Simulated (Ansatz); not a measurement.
**NaSi (quartet): the correlation ladder, def2-QZVPP**

The task here is to estimate one member of a computed series from the others.

Program: Ansatz 0.2.0, Gaussian basis. Level of theory: def2-QZVPP, core rule «outside noble gas», up to 10 orbitals frozen. These are calculated values, not measurements.

The runs, in order: UHF; ROHF; CCSD(T) on UHF.

2 further runs of the same task are left out: 2 set aside as unsound or not needed.

**What is computed**

The geometry is a PBE0/def2-TZVP stationary point (not a proven minimum) of the parent state, kept for this charge and spin.

2 atoms, charge 0, spin multiplicity 4.

Atoms are counted from 1 here; the program's logs count them from 0.

Bond lengths: Si1–Na2 2.772 Å.

Set-up of the first run:

Contents of in.yaml:

```yaml
crystal:
  periodic: [false, false, false]
  atoms:
    - {symbol: Si, position_ang: [0.000000, 0.000000, 0.000000]}
    - {symbol: Na, position_ang: [0.000000, 0.000000, 2.771700]}
basis:
  gaussian: {orbitals: "def2-QZVPP.json"}
magnetization: {spin_polarized: true, initial_magnetization: 3}
hamiltonian: {xc: hf}
output: {orbitals: {seedname: orbitals}}
```

The run is started by

```sh
> ansatz run in.yaml --threads 1 --pin off --events-out ev --progress --plain --max-ram 2393MiB
```

Among the steps run: UHF; ROHF; CCSD(T) on UHF.

One of the session's tables, all rows but one given; the rest of the session is left out.

```
  method  from UCCSD(T) (kcal/mol)
    ROHF                    +63.24
     UHF                    +62.78
    UMP2                         ?
   UCCSD                     +3.27
UCCSD(T)                         0
```

Q: Estimate the row for UMP2 from the others.

The run gave: from UCCSD(T) (kcal/mol): +12.25. In the column «from UCCSD(T) (kcal/mol)» it lies between UCCSD (+3.27) and UHF (+62.78).
